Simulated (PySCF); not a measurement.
Species: C₅H₉ (doublet state).
Geometry (GFN2-xTB, Å), atoms numbered from 1 in this order:
```
atom  x, y, z in Å
C1     1.9251   -0.8705   -0.1208
C2     1.3040    0.0735    0.5635
C3     0.3096    1.0368   -0.0345
C4    -1.0389    0.5921    0.3943
C5    -1.8247   -0.3682   -0.4075
H6     1.7974   -0.9755   -1.1859
H7     2.5933   -1.5717    0.3508
H8     1.4374    0.1571    1.6337
H9     0.3923    1.0240   -1.1226
H10    0.5198    2.0458    0.3330
H11   -1.3223    0.7504    1.4220
H12   -1.5365   -1.4056   -0.1906
H13   -2.8875   -0.2803   -0.1836
H14   -1.6698   -0.2082   -1.4741
```

The hyperfine couplings belong to this conformer and change with its torsions.

Identity: `C=CC[CH]C` [radical].

Level of theory: UKS B3LYP, pcH-1 on C H, non-relativistic, mean-field spin-orbit, GIAO in PySCF. Isolated species at its GFN2-xTB geometry (one conformer only). The geometry wasn't refined by DFT: couplings that depend on bond lengths, twists or pyramidal angles can differ widely from those at the functional's own minimum. Stability of the SCF solution: not tested.

Task: The isotropic 13C couplings are +107.0, +74.3, -31.0, -27.2, +5.5 MHz. Assign them to C1; C2; C3; C4; C5.

Result: 
```json
{"site": "C1", "a_iso (MHz)": "+5.5", "ρ(0) (bohr⁻³)": "+0.0049", "position": "3 bonds from C4", "distance from C4 (Å)": "3.35", "spin population": "+0.06", "largest |T| (MHz)": "8.0"}
{"site": "C2", "a_iso (MHz)": "+74.3", "ρ(0) (bohr⁻³)": "+0.0661", "position": "2 bonds from C4", "distance from C4 (Å)": "2.41", "spin population": "+0.01", "largest |T| (MHz)": "11.6"}
{"site": "C3", "a_iso (MHz)": "-27.2", "ρ(0) (bohr⁻³)": "-0.0242", "position": "1 bond from C4", "distance from C4 (Å)": "1.48", "spin population": "-0.07", "largest |T| (MHz)": "2.5"}
{"site": "C4", "a_iso (MHz)": "+107.0", "ρ(0) (bohr⁻³)": "+0.0951", "position": "largest spin population", "distance from C4 (Å)": "0.00", "spin population": "+1.01", "largest |T| (MHz)": "159.2"}
{"site": "C5", "a_iso (MHz)": "-31.0", "ρ(0) (bohr⁻³)": "-0.0275", "position": "1 bond from C4", "distance from C4 (Å)": "1.48", "spin population": "-0.08", "largest |T| (MHz)": "2.6"}
```

ρ(0) is the spin density at the nucleus and T the dipolar tensor; entries for several nuclei are means. The largest Mulliken spin populations are on C4 (+1.01), C5 (-0.08), C3 (-0.07) and H12 (+0.07). No atom but C4 exceeds +0.15. The angles at C4 add up to 357.8°, so it is nearly planar; its axial dipolar tensor and the negative coupling of its proton fit spin in a p orbital normal to that plane.

Means are taken over nuclei equivalent by connectivity, which assumes that they swap fast. The three 1H nuclei of mean +74.7 MHz run from 30.3 to 151.9 MHz in the frozen geometry. The 1H value of +33.5 MHz is a mean of couplings from 14.1 to 53.0 MHz in this one geometry, not an average over conformers.
